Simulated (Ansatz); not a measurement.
## 1T (CdI2-type) HfS2

All values below come from LDA (PAW; Ansatz, an electronic-structure program).

Run with plane-wave cutoff 500 eV, 12×12×8 k mesh (along the axes of the cell as run), gaussian smearing 0.02 eV, scalar-relativistic PAW data made under PBE.

Cell (relaxed at this level):

```cif
data_HfS2
_chemical_formula_sum 'Hf1 S2'
_space_group_name_H-M_alt 'P-3m1'
_space_group_IT_number 164
_space_group_name_Hall '-P 3 2"'
_cell_length_a 3.55612
_cell_length_b 3.55612
_cell_length_c 5.68155
_cell_angle_alpha 90.000
_cell_angle_beta 90.000
_cell_angle_gamma 120.000
loop_
_atom_site_label
_atom_site_type_symbol
_atom_site_symmetry_multiplicity
_atom_site_Wyckoff_symbol
_atom_site_fract_x
_atom_site_fract_y
_atom_site_fract_z
_atom_site_occupancy
Hf1 Hf 1 a 0.00000 0.00000 0.00000 1
S1 S 2 d 0.33333 0.66667 0.25452 1
```

```yaml
band_gap: 0.58 eV (on the SCF k mesh)
```

Measured, for comparison: band gap 1.8 eV (temperature not stated, no zero-point or thermal correction, fundamental, indirect, our sources range from 1.80 to 1.96; as tabulated in Rybak et al. (2022), arXiv:2210.12074).

Spin–orbit coupling is not included.

Computed values are for the static lattice.

Cost on a shared machine: roughly 100 core-seconds.
